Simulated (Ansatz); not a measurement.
Computed with Ansatz, DFT, r2SCAN, plane waves (500 eV) with PAW, scalar-relativistic. The PAW files were generated under PBE, with cores re-solved for the functional.

An element in the fcc structure gives this curve. The cell is scaled uniformly from the relaxed one, with fractional coordinates and shape fixed. Energies are extrapolated to zero smearing, pressures are those at the given smearing. Magnetic state: spin not included.

```csv
V (Å³/atom),E − E₀ (meV/atom),P (GPa)
15.205,107.3,19.10
15.896,43.2,11.00
16.587,9.8,4.79
17.278,0.0,0.03
17.969,8.2,-3.60
18.661,30.1,-6.35
19.352,62.4,-8.43
```

Q: Which element is it?
A. aluminium
B. silver
C. molybdenum
D. niobium

A: B. Its fit is V₀ = 17.28 Å³/atom, B₀ = 104 GPa, B₀′ = 5.7.
